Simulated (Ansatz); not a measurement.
Born–Oppenheimer molecular dynamics of CH₆OSi (9 atoms, charge 0, multiplicity 1). It starts from a relaxed structure.

The calculation used RKS PBE-D4/def2-SVP (Ansatz 0.2.0).

| Quantity | Value |
| --- | --- |
| ensemble | NVE (Milne-controlled integrator) |
| time step | 0.5 fs |
| steps asked | 250 |
| starting velocities drawn for | 2000 K |
| seed | 772691 |

Frames 0.5 fs apart, positions in Å, forces in eV/Å.

Velocities at 90 fs (Å/ps):

```
Si -0.74 -2.09 -0.42
H 8.44 -10.82 -3.33
H 20.70 29.71 0.61
H 15.20 -1.70 -45.97
O 3.46 4.74 3.24
C -3.69 -2.84 3.15
H -37.46 54.74 30.97
H -8.31 7.90 -32.33
H 11.29 -62.95 -27.06
```

```xyz
9
Properties=species:S:1:pos:R:3:forces:R:3 time_fs=90 energy_less_start_eV=0.950 T=949
Si 0.004 -0.047 -0.123 -2.21 0.15 -0.39
H -0.378 0.742 1.088 -0.22 0.17 0.15
H 1.423 -0.017 -0.169 1.59 0.39 -0.62
H -0.986 0.489 -1.320 1.29 -0.55 0.98
O -0.236 -1.695 0.144 -0.02 0.12 -0.10
C -1.533 -2.190 0.139 -1.46 -2.02 4.06
H -2.033 -2.007 -0.799 -0.52 -0.44 -1.17
H -1.529 -3.417 0.550 -0.08 3.17 -1.50
H -2.288 -1.645 0.956 1.63 -0.99 -1.41
9
Properties=species:S:1:pos:R:3:forces:R:3 time_fs=90.5 energy_less_start_eV=0.836 T=1076
Si 0.004 -0.048 -0.123 -1.88 0.21 -0.56
H -0.374 0.737 1.087 -0.27 0.23 0.20
H 1.435 -0.002 -0.169 1.29 0.35 -0.60
H -0.977 0.487 -1.342 1.29 -0.57 1.09
O -0.234 -1.693 0.146 -0.14 0.01 -0.09
C -1.535 -2.191 0.141 -1.32 -2.06 3.62
H -2.052 -1.980 -0.785 -0.40 -0.50 -1.17
H -1.533 -3.409 0.532 -0.04 3.05 -1.48
H -2.281 -1.677 0.941 1.47 -0.72 -1.02
9
Properties=species:S:1:pos:R:3:forces:R:3 time_fs=91 energy_less_start_eV=0.701 T=1225
Si 0.003 -0.049 -0.123 -1.47 0.27 -0.69
H -0.370 0.732 1.086 -0.31 0.28 0.23
H 1.451 0.014 -0.171 0.92 0.31 -0.57
H -0.965 0.484 -1.361 1.28 -0.57 1.17
O -0.233 -1.691 0.147 -0.27 -0.10 -0.07
C -1.537 -2.193 0.144 -1.12 -2.05 2.89
H -2.072 -1.955 -0.774 -0.21 -0.58 -1.05
H -1.538 -3.394 0.510 0.00 2.81 -1.41
H -2.270 -1.711 0.924 1.18 -0.36 -0.49
9
Properties=species:S:1:pos:R:3:forces:R:3 time_fs=91.5 energy_less_start_eV=0.577 T=1362
Si 0.003 -0.050 -0.124 -1.03 0.34 -0.80
H -0.368 0.728 1.085 -0.34 0.31 0.25
H 1.468 0.031 -0.174 0.53 0.25 -0.53
H -0.949 0.480 -1.378 1.24 -0.57 1.22
O -0.231 -1.688 0.149 -0.39 -0.21 -0.05
C -1.540 -2.196 0.147 -0.83 -1.94 1.87
H -2.093 -1.931 -0.765 0.02 -0.67 -0.85
H -1.542 -3.372 0.486 0.06 2.40 -1.31
H -2.256 -1.746 0.905 0.73 0.08 0.20
9
Properties=species:S:1:pos:R:3:forces:R:3 time_fs=92 energy_less_start_eV=0.495 T=1452
Si 0.002 -0.051 -0.124 -0.58 0.42 -0.87
H -0.366 0.725 1.085 -0.36 0.34 0.25
H 1.487 0.049 -0.179 0.15 0.19 -0.49
H -0.931 0.474 -1.391 1.18 -0.56 1.25
O -0.229 -1.686 0.151 -0.51 -0.31 -0.02
C -1.542 -2.199 0.151 -0.38 -1.67 0.59
H -2.114 -1.908 -0.758 0.27 -0.78 -0.61
H -1.546 -3.345 0.458 0.12 1.76 -1.16
H -2.240 -1.781 0.887 0.12 0.60 1.05
9
Properties=species:S:1:pos:R:3:forces:R:3 time_fs=92.5 energy_less_start_eV=0.485 T=1464
Si 0.001 -0.052 -0.125 -0.15 0.51 -0.91
H -0.365 0.722 1.086 -0.38 0.36 0.24
H 1.506 0.067 -0.184 -0.21 0.13 -0.44
H -0.910 0.467 -1.402 1.11 -0.53 1.25
O -0.228 -1.684 0.152 -0.63 -0.43 0.02
C -1.545 -2.202 0.154 0.21 -1.15 -0.88
H -2.134 -1.887 -0.753 0.51 -0.88 -0.35
H -1.550 -3.313 0.427 0.18 0.84 -0.96
H -2.225 -1.815 0.872 -0.64 1.16 2.03
9
Properties=species:S:1:pos:R:3:forces:R:3 time_fs=93 energy_less_start_eV=0.554 T=1387
Si 0.000 -0.053 -0.125 0.25 0.61 -0.91
H -0.365 0.721 1.087 -0.38 0.36 0.22
H 1.524 0.085 -0.191 -0.54 0.06 -0.40
H -0.886 0.459 -1.409 1.01 -0.50 1.22
O -0.226 -1.681 0.154 -0.75 -0.55 0.05
C -1.548 -2.205 0.158 0.86 -0.27 -2.38
H -2.153 -1.869 -0.749 0.73 -0.96 -0.10
H -1.553 -3.280 0.394 0.25 -0.42 -0.72
H -2.211 -1.846 0.861 -1.42 1.69 3.01
9
Properties=species:S:1:pos:R:3:forces:R:3 time_fs=93.5 energy_less_start_eV=0.683 T=1244
Si -0.001 -0.054 -0.126 0.61 0.70 -0.86
H -0.366 0.720 1.089 -0.38 0.35 0.17
H 1.542 0.103 -0.199 -0.82 -0.01 -0.34
H -0.860 0.450 -1.414 0.90 -0.45 1.17
O -0.225 -1.679 0.155 -0.88 -0.68 0.09
C -1.550 -2.209 0.161 1.40 1.05 -3.68
H -2.170 -1.852 -0.744 0.91 -1.02 0.12
H -1.556 -3.248 0.359 0.32 -2.00 -0.47
H -2.200 -1.872 0.857 -2.06 2.07 3.82
9
Properties=species:S:1:pos:R:3:forces:R:3 time_fs=94 energy_less_start_eV=0.822 T=1091
Si -0.002 -0.054 -0.127 0.94 0.79 -0.77
H -0.368 0.720 1.092 -0.37 0.33 0.12
H 1.557 0.121 -0.207 -1.04 -0.08 -0.29
H -0.832 0.439 -1.415 0.76 -0.39 1.07
O -0.224 -1.677 0.157 -0.99 -0.82 0.11
C -1.552 -2.212 0.164 1.63 2.73 -4.49
H -2.185 -1.838 -0.740 1.04 -1.05 0.30
H -1.558 -3.220 0.323 0.38 -3.70 -0.27
H -2.194 -1.894 0.863 -2.34 2.19 4.22
9
Properties=species:S:1:pos:R:3:forces:R:3 time_fs=94.5 energy_less_start_eV=0.903 T=1002
Si -0.002 -0.055 -0.127 1.24 0.88 -0.64
H -0.371 0.721 1.094 -0.35 0.29 0.05
H 1.570 0.140 -0.216 -1.23 -0.15 -0.24
H -0.802 0.428 -1.415 0.60 -0.32 0.93
O -0.223 -1.675 0.159 -1.10 -0.95 0.13
C -1.554 -2.215 0.165 1.45 4.42 -4.60
H -2.197 -1.827 -0.735 1.13 -1.04 0.44
H -1.560 -3.201 0.286 0.42 -5.17 -0.17
H -2.193 -1.911 0.878 -2.17 2.03 4.09
9
Properties=species:S:1:pos:R:3:forces:R:3 time_fs=95 energy_less_start_eV=0.875 T=1032
Si -0.003 -0.056 -0.128 1.52 0.95 -0.45
H -0.374 0.723 1.097 -0.33 0.25 -0.02
H 1.580 0.158 -0.226 -1.36 -0.21 -0.18
H -0.770 0.416 -1.412 0.42 -0.23 0.75
O -0.222 -1.674 0.160 -1.19 -1.07 0.14
C -1.556 -2.216 0.166 0.92 5.56 -4.03
H -2.207 -1.818 -0.728 1.18 -0.99 0.53
H -1.560 -3.195 0.249 0.44 -5.90 -0.20
H -2.198 -1.922 0.903 -1.60 1.64 3.46
9
Properties=species:S:1:pos:R:3:forces:R:3 time_fs=95.5 energy_less_start_eV=0.736 T=1185
Si -0.004 -0.056 -0.129 1.77 1.01 -0.21
H -0.379 0.725 1.099 -0.31 0.21 -0.10
H 1.586 0.175 -0.236 -1.45 -0.27 -0.12
H -0.738 0.403 -1.407 0.22 -0.13 0.52
O -0.221 -1.672 0.162 -1.27 -1.18 0.14
C -1.557 -2.217 0.165 0.24 5.73 -3.00
H -2.214 -1.811 -0.721 1.17 -0.90 0.57
H -1.559 -3.202 0.212 0.44 -5.61 -0.29
H -2.206 -1.930 0.937 -0.81 1.13 2.50
```

Of the whole run (125 fs, mean temperature of the second half 1124 K): The conserved energy stayed within 0.21 meV per atom of its start (net change -0.041 meV per atom), so the integration is sound. Over the second half the temperature averaged 0.56 of the 2000 K drawn at the start: a run that starts near a minimum puts about half its kinetic energy into the potential. A run of 0.12 ps of so small a system gives no equilibrium averages.

The run took 7.1 min on 1 thread of Arm Neoverse V2, on a shared host, peak memory 0.13 GiB.
